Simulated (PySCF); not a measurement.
Bicyclopropyl, C6H10.
Geometry (PBE0-D3(BJ)/def2-SVP, Å), atoms numbered from 1 in this order:
```xyz
16
C6H10 angstrom
C     -1.1642   -1.1394   -1.1370
C     -1.9506   -0.3465   -0.1335
C     -0.4806   -0.5667    0.0703
C      0.4806    0.5667   -0.0703
C      1.1642    1.1394    1.1370
C      1.9506    0.3465    0.1335
H     -0.9530   -0.6751   -2.1048
H     -1.3172   -2.2207   -1.1859
H     -2.6562   -0.8742    0.5136
H     -2.2725    0.6594   -0.4185
H     -0.2060   -1.2849    0.8519
H      0.2059    1.2849   -0.8519
H      1.3172    2.2207    1.1859
H      0.9530    0.6751    2.1048
H      2.6562    0.8742   -0.5136
H      2.2725   -0.6594    0.4185
```

The calculation used core-valence-separated Tamm–Dancoff BHandHLYP/aug-pcX-1 (pcseg-1 on H) in PySCF, non-relativistic, gas phase, PBE0-D3(BJ)/def2-SVP geometry. Absolute energies from this functional tend to lie a few eV below measured edges; no shift was applied.

The lowest roots of each edge with f over 0.003 (five at most, numbered afresh; weaker and dark ones are left out), with transition dipoles (au) in the frame of the coordinates:

```json
{"root": "1", "edge": "C", "E (eV)": "285.63", "f": "0.0209", "μx": "-0.0295", "μy": "0.0283", "μz": "0.0363"}
{"root": "2", "edge": "C", "E (eV)": "285.64", "f": "0.0164", "μx": "-0.0378", "μy": "-0.0289", "μz": "-0.0084"}
{"root": "3", "edge": "C", "E (eV)": "285.78", "f": "0.0316", "μx": "-0.0073", "μy": "0.0495", "μz": "-0.0449"}
{"root": "4", "edge": "C", "E (eV)": "285.87", "f": "0.0915", "μx": "-0.0050", "μy": "-0.0914", "μz": "0.0686"}
{"root": "5", "edge": "C", "E (eV)": "286.48", "f": "0.0154", "μx": "-0.0023", "μy": "0.0238", "μz": "0.0404"}
```

Q: Molecules are fixed in this frame and the field points along (1, 0, −1)/√2. What effective strengths 3 f cos²θ do the roots have (θ between field and μ)?

A: root 1 (C1/C2/C5/C6): 0.046, root 2 (C1/C2/C5/C6): 0.009, root 3 (C3/C4): 0.015, root 4 (C1/C2/C5/C6): 0.057, root 5 (C1/C2/C5/C6): 0.019. Root 4 is the strongest. Averaged over all orientations cos²θ is 1/3, which gives f back.

One conformer stands for the species.
